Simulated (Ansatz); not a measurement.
A nudged elastic band was laid between two geometries of AlH6N (8 atoms, charge 0, multiplicity 1).

Method: Ansatz 0.2.0, RKS PBE0-D4/def2-SVP.

```yaml
movable_images: 5
climbing_image: yes
spring: 5.0 eV/Å²
optimiser: quadratic models (default)
start_path: through a guess of the saddle point
force_threshold: 0.05 eV/Å
iteration_limit: 60
end_points: relaxed
```

Image 0:

```xyz
8
Properties=species:S:1:pos:R:3
Al 0.017 -0.044 0.166
H 0.154 0.799 1.527
H 1.306 -0.122 -0.790
H -1.429 -0.095 -0.532
N 0.072 -1.961 0.956
H -0.081 -2.669 0.235
H 0.974 -2.161 1.392
H -0.646 -2.093 1.669
```

Image 6:

```xyz
8
Properties=species:S:1:pos:R:3
Al 0.094 -0.675 -0.172
H -0.476 0.586 1.994
H 1.373 0.263 -0.244
H -1.350 -0.236 -0.666
N 0.316 -2.346 0.388
H -0.413 -3.049 0.431
H 1.199 -2.748 0.682
H -0.376 -0.140 2.209
```

(1) What changes between the two ends?

(2) Give the energies along the band, and the barrier.

(3) What is the geometry of the highest image?

(4) What are the harmonic wavenumbers there?

Results:

(1) Bonds broken: Al1–H2, N5–H8. Bonds formed: H2–H8. AlH6N becomes AlH4N + H2.

(2) The forces met the threshold. The highest image is number 4 of 0 to 6, 1.35 eV above the first end and 0.67 eV above the last; the last end lies 0.68 eV above the first. A vibrational analysis at the climbing image gives one clearly imaginary mode, 1186i cm⁻¹: a first-order saddle point. The orbitals stay closed-shell, which can raise the energy where a bond breaks towards radicals; this wasn't checked here.

| image | path coordinate (Å) | energy (eV) | Al1–H2 (Å) | N5–H8 (Å) | H2–H8 (Å) |
| --- | --- | --- | --- | --- | --- |
| 0 | 0.00 | 0.00 | 1.61 | 1.02 | 3.00 |
| 1 | 0.67 | 0.02 | 1.61 | 1.02 | 2.84 |
| 2 | 1.35 | 0.04 | 1.61 | 1.02 | 2.60 |
| 3 | 2.02 | 0.34 | 1.64 | 1.04 | 1.79 |
| 4 | 2.69 | 1.35 | 1.83 | 1.44 | 0.99 |
| 5 | 3.46 | 0.77 | 2.32 | 2.26 | 0.77 |
| 6 | 4.23 | 0.68 | 2.57 | 2.94 | 0.76 |

(3) 
```xyz
8
Properties=species:S:1:pos:R:3
Al 0.014 -0.348 -0.040
H -0.274 0.043 1.729
H 1.392 0.335 -0.432
H -1.367 -0.122 -0.790
N 0.182 -2.052 0.799
H -0.546 -2.760 0.738
H 1.078 -2.507 0.958
H -0.111 -0.935 1.660
```

(4) 1186i, 284, 413, 579, 616, 620, 732, 752, 761, 950, 1441, 1513, 1845, 1879, 1938, 1943, 3571, 3671 cm⁻¹.

Run time: 110 s on 1 thread of Arm Neoverse V2, on a shared host, peak memory 0.094 GiB.
